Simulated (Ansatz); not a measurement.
**CH₄AlN (SMILES C=[N][AlH2]): one structure at several levels**

A test off equilibrium: a structure displaced at random from a GFN2-xTB minimum is computed at several levels, and each is set against CCSD(T).

Program: Ansatz 0.2.0, Gaussian basis. Level of theory: single points in def2-TZVPP. These are calculated values, not measurements.

Correlated methods freeze the cores.

### Step 1. Where the work starts

SMILES `C=[N][AlH2]`, 7 atoms, charge 0, spin multiplicity 1.

Atoms are counted from 1 here; the program's logs count them from 0.

Bond lengths: C1–N2 1.242 Å, C1–H4 1.092 Å, C1–H5 1.104 Å, N2–Al3 1.764 Å, Al3–H6 1.562 Å, Al3–H7 1.553 Å. Angles: N2–C1–H4 121.9°, N2–C1–H5 123.8°, H4–C1–H5 114.2°, C1–N2–Al3 179.1°, N2–Al3–H6 120.3°, N2–Al3–H7 121.6°, H6–Al3–H7 118.0°.

As a file:

```
atom    x (Å)    y (Å)    z (Å)
  C1  -1.3316  -0.2009  -0.7102
  N2  -0.2422  -0.0429  -0.1344
 Al3   1.2964   0.1642   0.7040
  H4  -1.6583  -1.1789  -1.0696
  H5  -2.0539   0.6139  -0.8940
  H6   1.7233   1.5709   1.2328
  H7   2.2885  -1.0162   0.8863
```

### Step 2. CCSD(T)/def2-TZVPP

Contents of run/in.yaml:

```yaml
crystal:
  periodic: [false, false, false]
  atoms:
    - {symbol: C, position_ang: [-1.331600, -0.200900, -0.710200]}
    - {symbol: N, position_ang: [-0.242200, -0.042900, -0.134400]}
    - {symbol: Al, position_ang: [1.296400, 0.164200, 0.704000]}
    - {symbol: H, position_ang: [-1.658300, -1.178900, -1.069600]}
    - {symbol: H, position_ang: [-2.053900, 0.613900, -0.894000]}
    - {symbol: H, position_ang: [1.723300, 1.570900, 1.232800]}
    - {symbol: H, position_ang: [2.288500, -1.016200, 0.886300]}
basis:
  gaussian: {orbitals: def2-TZVPP}
correlation: {method: ccsd_t}
output: {forces: true}
```

No record of the launch command was kept for these runs.

### Step 3. PBE0-D4/def2-TZVPP

Changes to run/in.yaml since step 2:

```diff
@@ -12,3 +12,3 @@
   gaussian: {orbitals: def2-TZVPP}
-correlation: {method: ccsd_t}
-output: {forces: true}
+hamiltonian: {xc: pbe0, dispersion: d4}
+output: {forces: true, orbitals: {seedname: orbitals}}
```

### Step 4. wB97M-V/def2-TZVPP

Changes to run/in.yaml since step 3:

```diff
@@ -12,3 +12,3 @@
   gaussian: {orbitals: def2-TZVPP}
-hamiltonian: {xc: pbe0, dispersion: d4}
-output: {forces: true, orbitals: {seedname: orbitals}}
+hamiltonian: {xc: {name: wB97M-V}}
+output: {forces: true}
```

### Step 5. r2SCAN-D4/def2-TZVPP

Changes to run/in.yaml since step 4:

```diff
@@ -12,3 +12,3 @@
   gaussian: {orbitals: def2-TZVPP}
-hamiltonian: {xc: {name: wB97M-V}}
+hamiltonian: {xc: r2scan, dispersion: d4}
 output: {forces: true}
```

### Step 6. PBE-D4/def2-TZVPP

Changes to run/in.yaml since step 5:

```diff
@@ -12,3 +12,3 @@
   gaussian: {orbitals: def2-TZVPP}
-hamiltonian: {xc: r2scan, dispersion: d4}
+hamiltonian: {xc: pbe, dispersion: d4}
 output: {forces: true}
```

### Step 7. SPW92/def2-TZVPP

Changes to run/in.yaml since step 6:

```diff
@@ -12,3 +12,3 @@
   gaussian: {orbitals: def2-TZVPP}
-hamiltonian: {xc: pbe, dispersion: d4}
+hamiltonian: {xc: lda}
 output: {forces: true}
```

### Step 8. LC-wPBE/def2-TZVPP

Changes to run/in.yaml since step 7:

```diff
@@ -12,3 +12,3 @@
   gaussian: {orbitals: def2-TZVPP}
-hamiltonian: {xc: lda}
+hamiltonian: {xc: {name: LC-wPBE}}
 output: {forces: true}
```

(Steps that only read results are left out.)

Q: Predict the outcome of this session. Wanted: energy less free atoms, CCSD(T)/def2-TZVPP; RMS force component; RMS force error; HOMO and LUMO, PBE0-D4; T1 diagnostic.

**Answer**, as computed:

| quantity | value |
| --- | --- |
| energy less free atoms, CCSD(T)/def2-TZVPP | -23.023 eV |
| RMS force component | 0.138 to 0.335 eV/Å over the methods |
| RMS force error | PBE0-D4 0.296, wB97M-V 0.251, r2SCAN-D4 0.242, PBE-D4 0.192, SPW92 0.345, LC-wPBE 0.335 eV/Å |
| HOMO and LUMO, PBE0-D4 | -6.13 and -1.92 eV |
| T1 diagnostic | 0.012 |

In words: Against CCSD(T) the functionals' energies less atoms differ by -3.854 to -0.585 eV, PBE-D4 by -1.084 eV. The reference is not at the basis limit: in triple zeta CCSD(T) underbinds, which counts against methods that bind more; the gaps are no ranking. The forces of PBE-D4 come nearest to CCSD(T), those of SPW92 are farthest. Frozen-core CCSD(T) forces in triple zeta carry basis errors of their own, and this is one geometry, so small gaps rank nothing.
